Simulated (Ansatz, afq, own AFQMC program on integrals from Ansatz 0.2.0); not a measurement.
BNH2, singlet: AFQMC among the cluster methods

```xyz
4

B     0.0000    0.0000    0.4420
N     0.0000    0.0000   -0.5320
H     0.0000    0.0000    1.6136
H     0.0000    0.0000   -1.5235
```

Connectivity, by distances: BH–NH.

Basis cc-pVDZ. Only valence electrons are correlated. Integrals, coupled cluster, full CI and functionals: Ansatz 0.2.0; the random walks run on the same integrals in our own AFQMC program. ph-AFQMC/CISD is guided by a CISD state made of CCSD amplitudes; releasing the constraint for a short imaginary time cuts its bias at the price of noise, slowly where states lie close. Error bars are statistical, one sigma.

Determinant: RHF, the one that the program's search chose, which needn't be the lowest solution. The geometry is a point of a scan.

No full CI on the walks' own integrals is used here; CCSDT(Q) serves as the reference and is uncertain by about the last step of the cluster series.

- T1 diagnostic: 0.0097
- weight of the determinant in the CISD state: 0.915
- size of the correlated space: 10 electrons in 36 orbitals

```tsv
level	correlation energy (eV)
MP2	-6.1901
CCSD	-6.6943
CCSD(T)	-6.8619
```

Task: Estimate where phaseless AFQMC with the Hartree–Fock trial lies against CCSD(T) on the same integrals.

Result: 2.88 ± 1.76 kcal/mol below CCSD(T). The gap is under twice the noise, so this walk alone can't tell the two apart.

Reference: CCSDT(Q), correlation energy -6.886 eV. The released energy is read at 2.40 1/Eh (meV from the phaseless value at times in 1/Eh: -9 ± 9 at 0.24, -26 ± 10 at 0.51, -25 ± 9 at 0.99, -33 ± 13 at 1.62, -14 ± 12 at 2.40).

```csv
level,E − E(reference) (kcal/mol),share of correlation (%)
CCSD(T),0.55,99.66
CCSDT,0.30,99.81
ph-AFQMC/HF,-2.34 ± 1.76,101.47
ph-AFQMC/CISD,0.41 ± 0.22,99.74
released AFQMC,0.08 ± 0.27,99.95
```

A walk keeps the symmetry of its determinant, which the program's search chose and which needn't be the lowest solution, so a lower state of the same spin and another symmetry isn't excluded. Released energies are given only where the last usable release times agree within the noise; a slower fall can still hide under it.
